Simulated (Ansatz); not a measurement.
**How far each method lies from full CI for HGeAl, triplet**

Geometry: a PBE0/def2-TZVP stationary point for this spin, not checked as a minimum.

```xyz
3

Ge    0.0000   -0.0088    0.6666
Al    0.0000   -0.0265   -1.7820
H     0.0000    1.3471   -0.3412
```

Basis cc-pVDZ; Ansatz 0.2.0. Only valence electrons are correlated (noble-gas cores and the filled d shells of p-block atoms frozen), which leaves 8 electrons in 31 orbitals. R marks a restricted (for open shells ROHF) determinant, U an unrestricted one. Active spaces: valence = (8e, 9o) chosen from the atoms' valence shells. No spin–orbit coupling is included, and no scalar relativity.

Full CI is exact within this basis and frozen core; it isn't the basis-set limit. The frozen core follows each run's orbitals, which can shift R against U totals by a few meV for light atoms and by up to 0.1 eV past Ca.

For open shells CISD and CISDTQ are restricted-active-space CI with the open shells as a complete middle space.

```
UHF ⟨S²⟩                          : 2.075
T1 diagnostic (RCCSD)             : 0.0362
largest doubles amplitude (RCCSD) : 0.059
```

```tsv
level	E − E(RHF) (eV)
RMP2	-3.3333
RCCSD	-4.1645
RCCSD(T)	-4.3343
```

**Question.** Estimate how far full CI in cc-pVDZ lies from RCCSD(T). The table doesn't fix it; the size of (T) and the diagnostics are the guide.

**Answer.** Full CI in cc-pVDZ lies 4.9 kJ/mol below RCCSD(T), which is 30 % of the (T) step (-16.4 kJ/mol). T1 is raised, and the rest is a large part of (T). The miss exceeds 1 kcal/mol.

The other levels:

```csv
level,E − E(full CI) (kJ/mol),share of correlation (%),wall time
CISD,48.1,88.63,1.4 s
BCCD(T),4.9,98.85,3.5 s
RCCSDT,1.2,99.72,–
CISDTQ,1.9,99.56,5.5 s (H100)
RCCSDT(Q),0.2,99.96,12 s
RCCSDTQ,0.0,99.99,12 s (H100)
CASSCF (valence space),247.3,41.54,–
NEVPT2 (valence space),60.1,85.80,5.5 s
MRCISD (valence space),15.5,96.34,–
MRCISD+Q (valence space),-0.6,100.14,6.5 s
```

The correlation energy at full CI, counted from RHF, is -4.385 eV. That run took 38 s on 5 threads of AMD EPYC 7R13 with a whole H100 80 GB, shared host over 495,021,912 determinants.

Run but not shown, since their state or frozen core can't be matched to the reference's or they repeat it: UHF, UMP2, UCCSD, UCCSD(T), UCCSDT, UCCSDT(Q), UCCSDTQ.

Times hold each run's SCF and search for its determinant on a shared host, so for small cases they say little of a method's own cost; rows without a card ran on 1 thread of AMD EPYC 7R13.

More than 5 meV below full CI, which no variational method can be: MRCISD+Q (valence space).

The full-CI state has the irrep A'' of Cs, in the program's axes.

Natural occupations of full CI about the gap: 1.954 1.916 1.881 0.990 0.973 0.057 0.056 0.041 0.033 0.013; effectively unpaired electrons, Σ n²(2−n)², 2.12.

Atomization energy (electronic, same basis, no zero-point term; atoms at the same level, unrestricted beside the R rows where the molecule is a closed shell, but restricted open-shell past Ca, as are all atoms' steps beyond CCSDT(Q)) at full CI: 454.9 kJ/mol. Errors of other levels:

```json
{"level": "RHF", "error (kJ/mol)": "-129.4"}
{"level": "RMP2", "error (kJ/mol)": "-9.7"}
{"level": "CISD", "error (kJ/mol)": "-41.0"}
{"level": "RCCSD", "error (kJ/mol)": "-15.3"}
{"level": "RCCSD(T)", "error (kJ/mol)": "-3.1"}
{"level": "BCCD(T)", "error (kJ/mol)": "-3.1"}
{"level": "RCCSDT", "error (kJ/mol)": "-1.1"}
{"level": "CISDTQ", "error (kJ/mol)": "-1.9"}
{"level": "RCCSDT(Q)", "error (kJ/mol)": "-0.2"}
{"level": "RCCSDTQ", "error (kJ/mol)": "0.0"}
{"level": "CASSCF (valence space)", "error (kJ/mol)": "-48.5"}
{"level": "NEVPT2 (valence space)", "error (kJ/mol)": "-6.8"}
{"level": "MRCISD (valence space)", "error (kJ/mol)": "-12.5"}
{"level": "MRCISD+Q (valence space)", "error (kJ/mol)": "-4.4"}
```

This basis is far from its limit, so the value isn't to be set against a measured one. Truncated CI isn't size-consistent, which counts against it in atomization.
